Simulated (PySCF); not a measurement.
# Aluminium: highly charged ions in a basis for the neutral atom

Al⁵⁺ [He] 2s2 2p4, Al⁶⁺ [He] 2s2 2p3. Calculation: PySCF 2.14, in cc-pVDZ-DK (4s3p1d, 18 functions); the spin-free X2C one-electron Hamiltonian (Gaussian nucleus). No spin-orbit coupling, so a gap to NIST mixes the basis error with missing relativistic terms.

Changed run: basis of the neutral atom used for a highly charged ion. This setting is unsound on purpose.

```
species  method  sound run (hartree)  changed run (hartree)  converged
   Al⁵⁺     UHF              not run             -230.18246        yes
   Al⁵⁺  M06-2X              not run             -230.46127        yes
   Al⁵⁺    TPSS              not run             -230.51077        yes
   Al⁶⁺     UHF              not run             -222.97446        yes
   Al⁶⁺  M06-2X              not run             -223.19242        yes
   Al⁶⁺    TPSS              not run             -223.21829        yes
```

Ionisation energy of Al⁵⁺:

| method | changed run (eV) | NIST (eV) |
| --- | --- | --- |
| UHF | 196.14 | 190.49 ± 0.05 |
| M06-2X | 197.80 | 190.49 ± 0.05 |
| TPSS | 198.44 | 190.49 ± 0.05 |

The contracted functions were made for the neutral atom and can be too rigid for a highly charged ion.
